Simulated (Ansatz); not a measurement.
B3H3⁻, relaxed as a doublet with UKS r2SCAN-D4/def2-TZVPD in Ansatz, starting from the GFN2-xTB geometry. Force threshold 0.02 eV/Å.

The highest occupied level of the charge -1 doublet lies above zero (up to 0.50 eV). By energy differences its removal costs 2.34 eV (vertical, to the charge 0 singlet, at r2SCAN-D4/def2-TZVPD); a positive level beside a positive removal energy at the same level points to self-interaction error. The relaxation made no stability test and no search for a lower SCF solution. The structure comes from a short search, and lower isomers may exist.

Start:

```
atom   x (Å)   y (Å)   z (Å)
  B1  -0.106   0.887  -0.049
  B2   0.901  -0.248   0.176
  B3  -0.542  -0.705  -0.078
  H4  -0.713   1.947  -0.195
  H5   2.060  -0.575   0.405
  H6  -1.599  -1.306  -0.259
```

```csv
step,energy (eV),largest force component (eV/Å),SCF passes
1,-2074.9310,1.826,19
2,-2074.9994,0.899,23
3,-2075.0336,0.105,22
4,-2075.0382,0.050,22
5,-2075.0387,0.007,24
```

Force components are those of the run's own axes.

End:

```tsv
atom	x (Å)	y (Å)	z (Å)
B1	-0.058	0.917	-0.041
B2	0.932	-0.257	0.181
B3	-0.517	-0.756	-0.074
H4	-0.802	1.841	-0.208
H5	2.069	-0.576	0.409
H6	-1.624	-1.169	-0.267
```

By distances, no bond broke or formed. The bond that changes most is B1–B3, from 1.65 to 1.74 Å (atoms count from 1).

No frequencies were taken in this run, so the end may be a saddle point.

It took 7.5 s on 4 threads of Arm Neoverse V1 on a shared host.
